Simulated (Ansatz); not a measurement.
# H7PSi: the cost of one run

Method: RKS B3LYP/def2-SVP, in Ansatz 0.2.0.

### 1 The structure to begin with

Bond lengths: Si1–H3 1.460 Å, Si1–H4 1.459 Å, Si1–H5 1.459 Å, Si1–P6 2.480 Å, P6–H7 1.420 Å, P6–H8 1.420 Å. Angles: H3–Si1–H4 109.5°, H3–Si1–H5 109.5°, H3–Si1–P6 178.9°, H4–Si1–H5 109.5°, H4–Si1–P6 70.0°, H5–Si1–P6 70.0°, Si1–P6–H7 109.5°, Si1–P6–H8 109.5°, H7–P6–H8 109.4°.

Coordinates:

```xyz
9

Si    0.0000    0.0000    0.0000
H     0.0000    0.0000    1.8100
H     1.3768    0.0000   -0.4862
H    -0.6877    1.1914   -0.4862
H    -0.6877   -1.1914   -0.4862
P    -2.3535    0.0000    0.7820
H    -3.1199   -0.8853   -0.0213
H    -2.4033   -0.4268    2.1354
H    -0.9491    0.0000    1.8858
```

### 2 A restrained relaxation towards end A

Springs on the bonds that form and break draw the guess towards this end; the thresholds are loose.

File input.yaml:

```yaml
crystal:
  periodic: [false, false, false]
  atoms:
    - { symbol: Si, position_ang: [0.0, 0.0, 0.0] }
    - { symbol: H, position_ang: [0.0, 0.0, 1.81] }
    - { symbol: H, position_ang: [1.3768, 0.0, -0.4862] }
    - { symbol: H, position_ang: [-0.6877, 1.1914, -0.4862] }
    - { symbol: H, position_ang: [-0.6877, -1.1914, -0.4862] }
    - { symbol: P, position_ang: [-2.3535, 0.0, 0.782] }
    - { symbol: H, position_ang: [-3.1199, -0.8853, -0.0213] }
    - { symbol: H, position_ang: [-2.4033, -0.4268, 2.1354] }
    - { symbol: H, position_ang: [-0.9491, 0.0, 1.8858] }
basis:
  gaussian: { orbitals: def2-SVP }
hamiltonian:
  xc: b3lyp
relax:
  f_tol: 0.15
  max_steps: 25
  restrain:
    - { distance: [0, 5], at: 3.38, k: 30.0 }
    - { distance: [8, 1], at: 1.86, k: 30.0 }
    - { distance: [0, 1], at: 1.46, k: 30.0 }
    - { distance: [8, 5], at: 1.42, k: 30.0 }
```

On the command line:

```bash
$ ansatz run input.yaml --threads 1 --pin off --max-ram 2048MiB --backend cpu --events-out ev --progress --plain --runs-dir out
```

What time and memory should one allow on 1 thread of Arm Neoverse V2, shared host?

About 21 s, with a peak of 0.12 GiB.
